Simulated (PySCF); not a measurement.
Reaction (SMILES): CC#C → C1=CC1
B3LYP-D3(BJ)/def2-TZVP geometries, fixed; electronic energies without zero-point terms.
Largest species:
```xyz
7

C     -0.0011    -0.0004     0.2181
C     -0.0068    -0.0029     1.4176
C      0.0060     0.0025    -1.2360
H     -0.0119    -0.0051     2.4795
H      0.0152     1.0232    -1.6237
H      0.8874    -0.5130    -1.6226
H     -0.8790    -0.5002    -1.6311
```
Charge 0, spin multiplicity 1.

Effect of the atomic grid (radial, angular points) at B3LYP/def2-SVP with PySCF, against the last row, where the isomerisation energy is 21.00 kcal/mol. Cost is core time over that of atom_grid: 30, 110, unpruned, rough, on shared machines of one kind.

| setting | grid points, largest species | largest shift of a total energy (mEh) | shift of the isomerisation energy (kcal/mol) | cost |
|---|---|---|---|---|
| atom_grid: 30, 110, unpruned | 23104 | 0.058 | -0.008 | 1× |
| atom_grid: 50, 194, unpruned | 67904 | 0.006 | 0.004 | 2× |
| atom_grid: 75, 302, unpruned | 158552 | 0.000 | 0.000 | 3× |
| atom_grid: 99, 590, unpruned | 408872 | 0.000 | 0.000 | 7× |
| atom_grid: 150, 974, unpruned | 1022704 | 0.000 | 0.000 | 20× |

Within 0.02 kcal/mol in the isomerisation energy: atom_grid: 30, 110, unpruned; atom_grid: 50, 194, unpruned; atom_grid: 75, 302, unpruned; atom_grid: 99, 590, unpruned. The largest shift is 0.058 mEh in a total energy and 0.008 kcal/mol in the difference.
